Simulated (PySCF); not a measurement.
# Spectroscopy problems

One averaged value for each set of equivalent atoms, non-relativistic Hamiltonian, a single conformation, no solvent. GFN2-xTB geometry; NMR shieldings at PBE0/pcSseg-1/GIAO; J: B3LYP/pcJ-1; PySCF 2.14.

Shifts are taken against calculated references (same method and geometry level): TMS for 1H, 13C. Multiplet labels drop J under 1 Hz and among equivalent protons, and merge close values. Unscaled 3J(H,H) run several per cent high. Where no couplings were computed, multiplicities follow the n + 1 count of equivalent neighbours, and m marks all less simple cases (inequivalent or close neighbours, rings, F or P nearby). Shifts are as computed. Against solution values, carbons near 30 ppm lie about +3 ppm off and those near 130 ppm about +5 ppm. Of 1211 compounds with measured shifts, 218 miss one by over three times the rms of a fit or turn the order of signals round; such compounds aren't used in these exercises.

Problem. C3H4. 1H NMR (300 MHz, computed): δ 7.32 (t, J = 2.1 Hz, 2H), 1.03 (t, J = 2.1 Hz, 2H). 13C{1H} NMR (computed): δ 118.8 (CH), 4.6 (CH2). What is it?

Solution. `C1=CC1`. Rings plus π bonds: 2 (1 ring in the answer). 2 carbon signals for 3 carbons: some carbons are equivalent by symmetry or fast rotation. Carbon types of the structure: 2 × CH, 1 × CH2, which accounts for all hydrogens. δC 118.8: alkene CH; as expected for a trigonal carbon in a double bond. δC 4.6: three-membered-ring carbon; carbons of three-membered rings are unusually shielded. δH 7.32: hydrogen on an alkene CH; olefinic region. δH 1.03: hydrogen on a three-membered-ring carbon; cyclopropane-type protons are shielded by the ring.

Problem. C3H4. 1H NMR (300 MHz, computed): δ 1.96 (d, J = 4.1 Hz, 3H), 1.18 (q, J = 4.1 Hz, 1H). 13C{1H} NMR (computed): δ 84.3 (C), 73.8 (CH), 4.3 (CH3). What is it?

Solution. propyne (SMILES C(#C)C). The formula gives 2 degrees of unsaturation (no ring in the answer). 3 carbon signals for 3 carbons: no two carbons are equivalent. Carbon types of the structure: 1 × C, 1 × CH, 1 × CH3, which accounts for all hydrogens. δC 84.3: alkyne carbon; the triple bond shields along its axis, which puts it between sp3 and sp2 carbons. δC 73.8: terminal alkyne carbon; the triple bond shields along its axis, which puts it between sp3 and sp2 carbons. δC 4.3: propargylic methyl carbon; saturated and bonded to C and H only. δH 1.18: hydrogen on a terminal alkyne carbon; it lies on the axis of the triple bond, in its shielding cone.

Problem. C7H11NOSi. 1H NMR (500 MHz, computed): δ 6.12 (m, 1H), 5.97 (m, 1H), 5.92 (m, 1H), 5.09 (m, 1H), 4.80 (m, 1H), 4.59 (m, 1H), 4.22 (m, 1H), 2.48 (m, 1H), 2.21 (m, 1H), 1.21 (m, 1H), 0.45 (m, 1H). 13C{1H} NMR (computed): δ 143.5 (CH), 128.5 (CH2), 125.9 (C), 69.2 (CH2), 38.7 (C), 34.8 (CH2), 8.0 (CH2). Give a structure.

Solution. SMILES [C@]1(C=C)(C#N)CC[SiH2]OC1. The formula gives 4 degrees of unsaturation (1 ring in the answer). 7 carbon signals for 7 carbons: no two carbons are equivalent. Carbon types of the structure: 2 × C, 1 × CH, 4 × CH2, leaving 2 H on heteroatoms. δC 143.5: alkene CH; as expected for a trigonal carbon in a double bond. δC 128.5: terminal =CH2 carbon; an sp2 carbon of a C=C bond. δC 125.9: nitrile carbon; C≡N carbons fall here, among the sp2 signals but without a proton. δC 69.2: sp3 CH2 bonded to O; the inductive effect lowers its shielding.

The data come from this structure; uniqueness wasn't tested.
